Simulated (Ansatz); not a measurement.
Energy needed to pull apart CH₂BCl (SMILES B=CCl), singlet, into free ground-state atoms, from the structure below (at a frame of a short PBE0-D4/def2-SVP trajectory); no zero-point or spin–orbit terms; open-shell atoms are treated unrestricted, in their ground-state multiplicity.

B1  (-0.750, 0.238, -0.512)
C2  (0.330, -0.035, 0.370)
Cl3  (1.723, -1.023, -0.021)
H4  (-1.655, 0.542, -1.314)
H5  (0.157, 0.312, 1.398)
(Å)

Program: Ansatz 0.2.0. Basis: def2-TZVPP. Cores are frozen in the correlated methods.

| method | atomization energy (kcal/mol) |
| --- | --- |
| PBE-D4 | 413.3 |
| r2SCAN-D4 | 402.2 |
| PBE0-D4 | ? |
| wB97M-V | 400.5 |
| HF | ? |
| MP2 | 395.1 |
| CCSD | 375.9 |
| CCSD(T) | 384.0 |

Q: What does HF give? (An estimate is asked for; the value comes from the calculation.)

A: By the calculation: 287.6 kcal/mol, which is about 96.4 kcal/mol less than CCSD(T)/def2-TZVPP.

Q: What does PBE0-D4 give? (To be estimated.)

A: By the calculation: 403.1 kcal/mol, which is about 19.0 kcal/mol more than CCSD(T)/def2-TZVPP.

In triple zeta the MP2 and coupled-cluster atomization energies are still short of their basis limit by a few kcal/mol a bond, whereas those of the functionals are nearly converged, so these differences are not deviations from converged CCSD(T).

No T1 diagnostic of these runs exceeds 0.013.

For scale, one of the runs: CCSD(T)/def2-TZVPP forces, 132 basis functions, launched by `ansatz run in.yaml --threads 2 --pin off --events-out ev --progress --plain --max-ram 3481MiB`. Time: 41 s of wall clock on 2 CPU threads of an Arm Neoverse V1; the host was shared. Peak host memory: 1.1 GiB.
